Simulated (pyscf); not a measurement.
This saddle point was located with ωB97X-D3(BJ)/def2-SVP in PySCF.

```xyz
9

O     -0.2601     0.4357     0.6987
Si     0.8579    -0.3081    -0.2505
H     -1.4888     1.0544     0.6102
H      0.2437    -1.2647    -1.2299
H      1.6366     0.6961    -1.0410
H      1.8277    -1.0874     0.5814
O     -2.3330     0.7599     1.2964
H     -1.3931     0.1527     1.4313
H     -2.3403     1.4119     2.0133
```

Surface: singlet, charge 0. Lowest wavenumbers (cm⁻¹): 1867i, 66, 70, 219, 540.

### Question
Name the species on either side of this saddle.

### Answer
silanol (HO–SiH₃) + water (H₂O) <-> silanol (HO–SiH₃) + water (H₂O), a four-centre exchange read from left to right: H–O, H–O broken and H–O, H–O formed. At CCSD(T)/def2-TZVPP + ΔMP2(QZVPP) it lies +166.7 kJ/mol from the left side and +166.7 kJ/mol from the right (each side as separated species at their lowest minima found). On the reactant side the descent ends in a complex (not fully relaxed), 29.1 kJ/mol under the separated species and 186.7 kJ/mol under the saddle at ωB97X-D3(BJ)/def2-TZVP. On the product side the descent ends in a complex (not fully relaxed), 29.1 kJ/mol under the separated species and 186.7 kJ/mol under the saddle at ωB97X-D3(BJ)/def2-TZVP. At ωB97X-D3(BJ) the barrier from the zero used here is 157.6 kJ/mol. The same reactants have a lower exit, to HO–SiH₂–OH + H₂ (barrier +127.6 kJ/mol at ωB97M-D3(BJ), against +153.3 kJ/mol here). Another saddle between the same species, by other bonds, lies lower (103.3 kJ/mol against 153.3 kJ/mol at ωB97M-D3(BJ)). The CCSD(T) − MP2 part came from Ansatz, without density fitting, on the same reference.
